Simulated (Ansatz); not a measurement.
**How far each method lies from full CI for CF⁺, singlet**

Geometry: that of the CF⁺, triplet, kept fixed.

```xyz
2

C     0.0000    0.0000    0.0000
F     0.0000    0.0000    1.2067
```

Basis 6-31G; Ansatz 0.2.0. Only valence electrons are correlated (noble-gas cores frozen), which leaves 10 electrons in 16 orbitals. R marks a restricted (for open shells ROHF) determinant. Active spaces: valence = (10e, 8o) chosen from the atoms' valence shells.

Full CI is exact within this basis and frozen core; it isn't the basis-set limit.

* UHF ⟨S²⟩: 0.000
* T1 diagnostic (RCCSD): 0.0275
* largest doubles amplitude (RCCSD): 0.108

```csv
level,E − E(full CI) (kJ/mol),share of correlation (%),wall time
RHF,570.0,0.00,–
RMP2,45.5,92.02,–
CISD,56.4,90.10,0.24 s
RCCSD,25.4,95.54,–
RCCSD(T),2.4,99.57,0.15 s
BCCD(T),0.4,99.92,0.15 s
RCCSDT,1.5,99.74,–
CISDTQ,3.1,99.45,1.2 s
RCCSDT(Q),-0.6,100.10,0.45 s
RCCSDTQ,-0.3,100.06,3.8 s
CASSCF (valence space),219.8,61.45,–
NEVPT2 (valence space),57.5,89.90,1.3 s
NEVPT4(SD) (valence space),17.8,96.88,1.9 s
MRCISD (valence space),17.8,96.88,–
MRCISD+Q (valence space),12.7,97.76,1.9 s
```

The correlation energy at full CI, counted from RHF, is -5.907 eV. That run took 20 s on 1 thread of Arm Neoverse V2, shared host over 4,777,056 determinants.

Times hold each run's SCF and search for its determinant on a shared host, so for small cases they say little of a method's own cost; they ran on 1 thread of Arm Neoverse V2. Some runs computed forces too.

More than 5 meV below full CI, which no variational method can be: RCCSDT(Q).

The full-CI state has the irrep A1 of C2v, in the program's axes (one component, if the state is degenerate).

Natural occupations of full CI about the gap: 1.992 1.971 1.960 1.960 1.912 0.068 0.068 0.033 0.010 0.009; effectively unpaired electrons, Σ n²(2−n)², 0.08.
